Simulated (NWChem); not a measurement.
All runs are NWChem calculations. System: H2O, charge 0, spin multiplicity 1, displaced from the optimised geometry. Level: PBE/cc-pVDZ, spin-restricted.

Input file:

```
start mol
memory heap 200 mb stack 800 mb global 1000 mb
geometry units angstroms nocenter noautoz noautosym
  O      0.000000     0.000000     0.122623
  H      0.697073     0.000000    -0.441444
  H     -0.757688     0.000000    -0.490493
end
basis spherical
  * library cc-pvdz
end
dft
  xc xpbe96 cpbe96
  semidirect memsize 60000000 filesize 0
  iterations 100
end
task dft energy
```

Output (cleaned and shortened):

```
             Northwest Computational Chemistry Package (NWChem) 7.3.0
             --------------------------------------------------------

                                NWChem Input Module
                                -------------------

 Scaling coordinates for geometry "geometry" by  1.889725989
 (inverse scale =  0.529177249)

                             Geometry "geometry" -> ""
                             -------------------------

 Output coordinates in angstroms (scale by  1.889725989 to convert to a.u.)

  No.       Tag          Charge          X              Y              Z
 ---- ---------------- ---------- -------------- -------------- --------------
    1 O                    8.0000     0.00000000     0.00000000     0.12262300
    2 H                    1.0000     0.69707300     0.00000000    -0.44144400
    3 H                    1.0000    -0.75768800     0.00000000    -0.49049300

 Effective nuclear repulsion energy (a.u.)       9.4280136164

            Nuclear Dipole moment (a.u.)
            ----------------------------
        X                 Y               Z
 ---------------- ---------------- ----------------
    -0.1145457408     0.0000000000     0.0926853906


 Summary of "ao basis" -> "" (spherical)
 ------------------------------------------------------------------------------
       Tag                 Description            Shells   Functions and Types
 ---------------- ------------------------------  ------  ---------------------
 *                          cc-pvdz                   on all atoms

  pbe96 is a nonlocal functional; adding pw91lda local functional.

                                 NWChem DFT Module
                                 -----------------

 Summary of "ao basis" -> "ao basis" (spherical)
 ------------------------------------------------------------------------------
       Tag                 Description            Shells   Functions and Types
 ---------------- ------------------------------  ------  ---------------------
 O                          cc-pvdz                  6       14   3s2p1d
 H                          cc-pvdz                  3        5   2s1p
[...]
     6      0.542833  1 O  pz                 3      0.397483  1 O  s
     9      0.343704  1 O  pz                20     -0.205987  3 H  s
    15     -0.196101  2 H  s                  2      0.175594  1 O  s
    21     -0.056264  3 H  s                 16     -0.031602  2 H  s

 Vector    5  Occ=2.000000D+00  E=-2.273598D-01
              MO Center=  1.7D-03, -6.3D-12,  9.5D-02, r^2= 5.9D-01
   Bfn.  Coefficient  Atom+Function         Bfn.  Coefficient  Atom+Function
  ----- ------------  ---------------      ----- ------------  ---------------
     5      0.633543  1 O  py                 8      0.488337  1 O  py
    18      0.036093  2 H  py                23      0.033950  3 H  py

 Vector    6  Occ=0.000000D+00  E= 3.731090D-02
              MO Center= -2.5D-01,  6.6D-13, -5.9D-01, r^2= 2.6D+00
   Bfn.  Coefficient  Atom+Function         Bfn.  Coefficient  Atom+Function
  ----- ------------  ---------------      ----- ------------  ---------------
     3      0.875419  1 O  s                 21     -0.879249  3 H  s
    16     -0.619369  2 H  s                  9     -0.295227  1 O  pz
     6     -0.250936  1 O  pz                20     -0.146096  3 H  s
     2      0.140442  1 O  s                  7     -0.092707  1 O  px
    15     -0.078113  2 H  s                  4     -0.071158  1 O  px

 Vector    7  Occ=0.000000D+00  E= 1.167411D-01
              MO Center=  2.6D-01,  4.9D-13, -5.6D-01, r^2= 3.1D+00
   Bfn.  Coefficient  Atom+Function         Bfn.  Coefficient  Atom+Function
  ----- ------------  ---------------      ----- ------------  ---------------
    16      1.468336  2 H  s                 21     -1.189587  3 H  s
     7     -0.590013  1 O  px                 4     -0.375047  1 O  px
     3     -0.183907  1 O  s                 20     -0.124048  3 H  s
    15      0.107130  2 H  s                  9      0.025303  1 O  pz

 Vector    8  Occ=0.000000D+00  E= 5.163340D-01
              MO Center= -5.1D-01, -2.2D-14, -3.2D-01, r^2= 1.7D+00
   Bfn.  Coefficient  Atom+Function         Bfn.  Coefficient  Atom+Function
  ----- ------------  ---------------      ----- ------------  ---------------
    20      1.163731  3 H  s                 21     -1.092556  3 H  s
    15     -0.596148  2 H  s                 16      0.591803  2 H  s
     7      0.300999  1 O  px                 4      0.265100  1 O  px
     3      0.165306  1 O  s                 24     -0.138608  3 H  pz
     6      0.134422  1 O  pz                22     -0.124336  3 H  px

 center of mass
 --------------
 x =  -0.00640969 y =   0.00000000 z =   0.10724354

 moments of inertia (a.u.)
 ------------------
           2.218929536009           0.000000000000          -0.242436078156
           0.000000000000           6.033144691802           0.000000000000
          -0.242436078156           0.000000000000           3.814215155793

     Multipole analysis of the density
     ---------------------------------

     L   x y z        total         alpha         beta         nuclear
     -   - - -        -----         -----         ----         -------
     0   0 0 0     -0.000000     -5.000000     -5.000000     10.000000

     1   1 0 0     -0.012732      0.050907      0.050907     -0.114546
     1   0 1 0      0.000000      0.000000      0.000000      0.000000
     1   0 0 1     -0.742729     -0.417707     -0.417707      0.092685

     2   2 0 0     -3.303462     -3.544398     -3.544398      3.785335
     2   1 1 0     -0.000000     -0.000000     -0.000000      0.000000
     2   1 0 1      0.074290     -0.076990     -0.076990      0.228269
     2   0 2 0     -5.157151     -2.578576     -2.578576      0.000000
     2   0 1 1     -0.000000     -0.000000     -0.000000      0.000000
     2   0 0 2     -4.374151     -3.179380     -3.179380      1.984610

 Task  times  cpu:        0.6s     wall:        0.6s

 Total times  cpu:        0.7s     wall:        0.7s
```
